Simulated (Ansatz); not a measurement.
bcc Cs was calculated with PBEsol-D3(BJ) (Ansatz, a first-principles code, PAW).

Settings: plane-wave cutoff 520 eV, 14×14×14 k mesh, Fermi–Dirac smearing 0.05 eV, scalar-relativistic PAW data made under PBE.

The volume scan:

| V (Å³/atom) | E − E_lowest (meV/atom) | P (GPa) |
|---|---|---|
| 93.358 | 2.66 | 0.150 |
| 95.344 | 1.14 | 0.096 |
| 97.330 | 0.27 | 0.046 |
| 99.317 | 0.00 | -0.001 |
| 101.303 | 0.28 | -0.043 |
| 103.289 | 1.06 | -0.083 |
| 105.276 | 2.32 | -0.119 |

Problem. Estimate the bulk modulus from the pressures at 97.330 and 101.303 Å³/atom, and compare it with a fit to all energies.

Solution. B = −V dP/dV. Between V = 97.330 and 101.303 Å³/atom, dP/dV = (-0.043 − (0.046))/(101.303 − 97.330) = -0.0224 GPa per Å³/atom; at the midpoint 99.316 Å³/atom this gives B ≈ 2.22 GPa. The third-order Birch–Murnaghan fit gives V0 = 99.284 Å³/atom, B0 = 2.22 GPa, B′ = 3.0, which lies within 1 % of that estimate.

Measured, for comparison: bulk modulus 2.11 GPa (corrected for temperature and zero-point phonon effects, our sources range from 2.11 to 2.35; as tabulated in Levämäki et al. (2014), arXiv:1402.3671); equilibrium volume per atom 110.12 Å³/atom (low-temperature or extrapolated to 0 K; zero-point anharmonic expansion removed; as tabulated in Csonka et al. (2009), arXiv:0903.4037). Computed (rounded) less measured: bulk modulus +5 % (inside the range of the sources held), equilibrium volume per atom -9.8 %.

Spin–orbit coupling is not included.

The computed numbers hold no vibrational or temperature effects.

Cost on a shared machine: roughly 60 core-seconds.
